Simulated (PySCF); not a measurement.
Cyclopropyl methyl ether, C4H8O.
SMILES: `COC1CC1`

Torsions of this conformer, `[CH3:1][O:2][CH:3]1[CH2:4][CH2:5]1`: C1–O2–C3–C4 153°.

The closed-shell ground state was solved at several levels (PySCF, density fitting, gas phase, non-relativistic). Geometry: GFN2-xTB, one conformer, isolated molecule.

| level | basis functions | total energy (Eh) | HOMO (eV) | LUMO (eV) | gap (eV) | dipole (D) |
| --- | --- | --- | --- | --- | --- | --- |
| CAM-B3LYP/def2-SVPD | 167 | -232.1373 | -8.67 | 1.51 | 10.18 | 1.31 |
| B3LYP/pcJ-1 | 215 | -232.4273 | -6.90 | 1.37 | 8.27 | 1.27 |

Task: Estimate the row for PBE0/pcSseg-1, a basis of 125 functions; the other rows only guide the guess.

Result: Total energy -232.1121 Eh, HOMO -7.15 eV, LUMO 1.66 eV, gap 8.81 eV, dipole 1.30 D.

Task: Over all these levels, which gives the widest orbital gap and which the narrowest?

Result: CAM-B3LYP/def2-SVPD (range-separated hybrid) has the widest, 10.18 eV, and B3LYP/pcJ-1 (global hybrid, 20 % exact exchange) the narrowest, 8.27 eV. Functional and basis both differ between the two, so the spread mixes both effects.

Task: How far do the dipole and the HOMO energy spread over the levels?

Result: The dipole runs from 1.27 to 1.31 D (mean 1.30 D) and the HOMO from -8.67 to -6.90 eV.
